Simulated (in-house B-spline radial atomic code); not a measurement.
Xe. Computed with a B-spline radial atomic code. Model: all-electron spherical atom, spin shells full or empty, radial basis limit, no spin-orbit coupling, Breit or QED, empty-state partial waves extrapolated as (l+1/2)^-4, RPA, G0W0 and static COHSEX of the highest shell as one setting changes (uncorrelated shells keep exact exchange).

Given: element Xe; charge 0; filled core Kr; hamiltonian one-electron scalar X2C; mean-field start LDA VWN5; highest l of empty states 9; nuclear rms radius 4.7859 fm; highest mean-field shell 5p.

Shell: 4d 5 5, 5s 1 1, 5p 3 3 (electrons up and down).

| lowest nl shells left uncorrelated | RPA correlation energy (hartree) | G0W0 level (eV) | G0W0 minus most complete (meV) | COHSEX level (eV) | linearised minus solved G0W0 (meV) |
| --- | --- | --- | --- | --- | --- |
| 0 | -4.256 | -12.38 | 0 | -15.041 | -83.9 |
| 1 | -4.0751 | -12.379 | 0.3 | -15.041 | -83.9 |
| 2 | ? | ? | ? | ? | ? |
| 3 | -3.3135 | -12.378 | 1.8 | -15.038 | -83.8 |
| 4 | ? | ? | ? | ? | ? |
| 5 | -2.5884 | -12.381 | -1.6 | -15.049 | -84 |
| 6 | -1.7136 | -12.356 | 23.4 | -14.999 | -82.6 |
| 7 | -1.5535 | -12.359 | 20.6 | -15.005 | -82.8 |
| 8 | -1.0942 | -12.369 | 11.1 | -15.023 | -83.4 |
| 9 | -0.33705 | -12.1 | 279.7 | -14.538 | -70.7 |
| 10 | -0.22895 | -12.361 | 19 | -14.759 | -84.1 |

(1) What follows for lowest nl shells left uncorrelated = 2?

(2) What follows for lowest nl shells left uncorrelated = 4?

Results:

(1) RPA correlation energy -3.8783 hartree; G0W0 level -12.379 eV; G0W0 minus most complete 0.4 meV; COHSEX level -15.042 eV; linearised minus solved G0W0 -83.9 meV.

(2) RPA correlation energy -3.1311 hartree; G0W0 level -12.378 eV; G0W0 minus most complete 1.7 meV; COHSEX level -15.039 eV; linearised minus solved G0W0 -83.8 meV.
